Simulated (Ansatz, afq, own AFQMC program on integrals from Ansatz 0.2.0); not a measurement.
AFQMC on a folder of integrals that Ansatz 0.2.0 wrote.

```yaml
crystal:
  periodic: [false, false, false]
  atoms:
    - {symbol: Si, position_ang: [0.000000, -0.177919, 1.732194]}
    - {symbol: Ge, position_ang: [0.000000, 0.048192, -0.651159]}
    - {symbol: H, position_ang: [0.000000, 1.484472, -1.338708]}
basis:
  gaussian: {orbitals: cc-pVDZ}
magnetization: {spin_polarized: true, initial_magnetization: 3}
correlation: {method: ccsd_t, electrons: outside_noble_gas, hamiltonian_folder: ham}
```

```sh
$ ansatz run in.yaml --threads 1 --pin off --events-out ev --progress --plain --max-ram 1382MiB
```

Options of the walk:

```
--method phaseless --trial cisd --walkers 60 --populations 1 --least-time 40 --time-step 0.005 --steps-per-block 50 --equilibration-blocks 28 --max-blocks 300 --target-error 0.00036 --factor-cut 1e-05 --start spin_pure --seed 110 --release-times 0.24,0.51,0.99,1.62,2.4 --release-step 0.03 --release-every 4 --taylor-order 6
```

Times are imaginary, in 1/Eh. The walk had a cap of 671 s. Filled inner d shells are frozen with the cores.

Output of the walk:

```
orbitals 31  electrons 6 3  factors 237 of 556
reference energy -2364.75249718 Eh
CCSD correlation -0.16225527 Eh in 15 cycles, weight of the determinant in the CISD state 0.8455
energy of the start -2364.914380 Eh
 block  time / (1/Eh)  mean weight  energy / Eh
     1     0.250  1.0004  -2364.912629
     2     0.500  1.0009  -2364.912730
     3     0.750  1.0004  -2364.913981
     4     1.000  1.0011  -2364.914637
     5     1.250  1.0007  -2364.915945
     8     2.000  1.0015  -2364.919802
    13     3.250  1.0002  -2364.919783
    31     7.750  1.0001  -2364.918367
    49    12.250  0.9998  -2364.922491
    67    16.750  1.0011  -2364.923193
    85    21.250  1.0002  -2364.920003
   103    25.750  1.0001  -2364.924918
   121    30.250  0.9999  -2364.920217
   139    34.750  1.0011  -2364.920864
   157    39.250  1.0009  -2364.922736
   175    43.750  1.0001  -2364.929568
   193    48.250  0.9997  -2364.920382
   211    52.750  0.9986  -2364.918001
   229    57.250  0.9996  -2364.916627
   247    61.750  0.9990  -2364.920139
   265    66.250  1.0004  -2364.922629
   277    69.250  0.9991  -2364.921600
blocks merged  error / Eh  count
     1  0.000193  250
     2  0.000251  125
     4  0.000311  62
     8  0.000352  31
    16  0.000462  15
released: time / (1/Eh)  energy / Eh  error  mean overlap
  0.24  -2364.922723  0.000417  0.9974
  0.51  -2364.922812  0.000331  1.0022
  0.99  -2364.922677  0.000366  1.0116
  1.62  -2364.923276  0.000328  1.0127
  2.40  -2364.923589  0.000484  1.0226
energy -2364.922319 +/- 0.000352 Eh
(rows thinned)
```

The run passed its tests (sampling time, drift between the halves within three errors, error under three times the target), which doesn't prove that it has relaxed.

Against this walk (error 9.6 meV) on the same determinant: CCSD(T) 25.7 meV higher, CCSDT(Q) 37.5 meV lower. The error is statistical and leaves out the bias of the constraint. Released to 2.40 1/Eh the energy lies 35 ± 16 meV (both errors) below the phaseless value, which shows part or all of the bias of the constraint, and CCSDT(Q) lies 3.0 meV below the released value. CCSDT(Q) is the surest value here, so the walk's 38 meV above it is most likely the bias of the constraint with this trial, which can have either sign.

Cautions: constraint bias not in the error; no relativity below Rb; no spin-orbit coupling; inner d shell frozen; lower spins were not checked; higher spins were not checked; raised T1 diagnostic (T1 0.040, weight of the determinant 0.85, largest double 0.09); the bias of populations of 60 walkers isn't removed.

The walk took 3 min on 1 thread of Arm Neoverse V2 (shared host). The log's last line is the phaseless energy.

CCSDT and higher add their correlation energy to the determinant of the CCSD(T) run, since their own runs factorise the integrals more tightly (a shift of under 2 meV). A walk keeps the symmetry of its determinant, which the program's search chose and which needn't be the lowest solution, so a lower state of the same spin and another symmetry isn't excluded.
